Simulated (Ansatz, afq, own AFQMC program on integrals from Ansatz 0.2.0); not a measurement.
# Si$_{2}$Ge$_{3}$H$_{10}$, singlet, reference energies and how methods fare

| atom | x (Å) | y (Å) | z (Å) |
| --- | --- | --- | --- |
| Si | -1.2754 | -0.8728 | 1.2860 |
| Ge | 0.0874 | -1.9740 | -0.3457 |
| Si | 1.8222 | -0.3770 | -0.7636 |
| Ge | 0.7158 | 1.7512 | -0.7236 |
| Ge | -1.3412 | 1.4102 | 0.5589 |
| H | -0.5862 | -0.9442 | 2.6141 |
| H | -2.6392 | -1.4739 | 1.4179 |
| H | -0.7314 | -2.1953 | -1.6349 |
| H | 0.6243 | -3.3365 | 0.1325 |
| H | 2.5447 | -0.6197 | -2.0511 |
| H | 2.8099 | -0.4362 | 0.3610 |
| H | 0.3656 | 2.2012 | -2.1564 |
| H | 1.6021 | 2.8370 | -0.0820 |
| H | -1.4385 | 2.3898 | 1.7447 |
| H | -2.5602 | 1.6402 | -0.3576 |

Geometry: a PBE0/def2-SVP stationary point, not shown to be a minimum. Basis def2-SVP. Only valence electrons are correlated. AFQMC by an in-house program on the Cholesky factors that Ansatz 0.2.0 writes for its CCSD(T) run. ph-AFQMC/CISD is guided by a CISD state made of CCSD amplitudes; releasing the constraint for a short imaginary time cuts its bias at the price of noise, slowly where states lie close. ± is one standard error of the sampling. No spin–orbit coupling.

Best estimates are CCSD(T) at the basis-set limit (def2-TZVPP/QZVPP) plus the step from CCSD(T) to the highest rung at hand in def2-SVP, named in the table (released AFQMC can keep some 10 meV of bias). Fragments are relaxed and keep their bonds. No zero-point, core-correlation or spin–orbit terms, no scalar relativity below Rb. Where CCSD(T) in the larger sets was too dear, only MP2 was extrapolated. Other levels are in def2-SVP, the functionals in def2-TZVP; a dash marks a level that is missing or breaks spin symmetry for a member.

Cautions: inner d shell frozen; no relativity below Rb; no spin-orbit coupling; Si₂Ge₃H₁₀ (singlet): the released value is read at 0.90 1/Eh with a noise of 20 meV, more than in the cases checked (meV from the phaseless value at times in 1/Eh: -1 ± 8 at 0.21, -3 ± 10 at 0.42, -4 ± 13 at 0.63, -18 ± 20 at 0.90); Si₂Ge₃H₉ (doublet): the released value is read at 0.90 1/Eh with a noise of 15 meV, more than in the cases checked (meV from the phaseless value at times in 1/Eh: -1 ± 14 at 0.21, 12 ± 13 at 0.42, 26 ± 15 at 0.63, 11 ± 15 at 0.90).

| process | PBE0 (eV) |
| --- | --- |
| Ge2–H8 → Si2Ge3H9 (doublet) + H (doublet) | 3.45 |
| to free atoms | 42.27 |

(1) From these values, estimate the best estimates.

(1) 
| process | best estimate (eV) | highest rung |
| --- | --- | --- |
| Ge2–H8 → Si2Ge3H9 (doublet) + H (doublet) | 3.62 ± 0.02 | released AFQMC |
| to free atoms | 42.96 ± 0.02 | released AFQMC |

Errors against the best estimates in eV, in the same order:

```csv
level,"error, 1","error, 2"
MP2,-0.26,-3.79
CCSD(T),-0.15,-3.14
ph-AFQMC/CISD,-0.17 ± 0.02,-3.09 ± 0.01
CCSD(T)/CBS,-0.01,-0.05
PBE,-0.20,-0.83
r2SCAN,-0.15,0.25
PBE0,-0.16,-0.69
B3LYP,-0.08,-1.00
wB97M-V,-0.03,-0.24
B2PLYP,-0.11,-1.29
```

Cost at the first geometry (cards were shared with other jobs): PBE0/def2-SVP, 23 s on 1 thread of AMD EPYC 7R13 Processor (Zen 3), with other jobs on the host; RCCSD(T)/def2-SVP, 11 s on 1 × NVIDIA H100 80GB HBM3 with 1 thread of AMD EPYC 7R13 Processor (Zen 3) (shared host); ph-AFQMC/CISD with release, 4.3 min on 1 × NVIDIA H100 80GB HBM3 with 2 threads of AMD EPYC 7R13 Processor (Zen 3), with other jobs on the host.

Best estimates are given only where the step beyond CCSD(T) is under 0.3 eV and no member's determinant is very poor (T1 over 0.05, or 0.07 for open shells, ⟨S²⟩ too high by 0.3, two states mixed), so the hardest cases are missing from such tables.

The functionals ran in a triple-zeta set and keep a basis error of their own, a few kJ/mol for each bond in atomization energies and more for double hybrids, so close places among them and the extrapolated levels can swap.

Each member of a difference takes its own highest rung, so a best estimate needn't equal the limit plus the step of one row. Released energies are given only where the last usable release times agree within the noise; a slower fall can still hide under it.
